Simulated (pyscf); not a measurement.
Thermochemistry of product channels of Cl–Sn(Cl)(Cl)–Cl + HF on the singlet surface, in kcal/mol, from ωB97M-D3(BJ)/def2-TZVP energies (ideal gas, 1 atm, RRHO with modes under 100 cm⁻¹ raised to 100, one conformer, R ln 2 for chiral ones without a mode under 150 cm⁻¹). PySCF, gas phase, ωB97X-D3(BJ)/def2-SVP geometries.

```
products                 ΔE  ΔH(298 K)  ΔG(298 K)  ΔG(600 K)
---------------------  ----  ---------  ---------  ---------
HCl + F–Sn(Cl)(Cl)–Cl  +7.4       +6.1       +5.1        ___
F–Cl + Cl–SnH(Cl)–Cl    ___      +83.9      +82.3      +80.9
```

Q: Some entries are withheld; supply them.

A: 
- HCl + F–Sn(Cl)(Cl)–Cl, ΔG(600 K): +4.1
- F–Cl + Cl–SnH(Cl)–Cl, ΔE: +85.8

These are energies of the channels, which say nothing of barriers. Elements past Kr carry the def2 core potentials, without spin-orbit coupling.
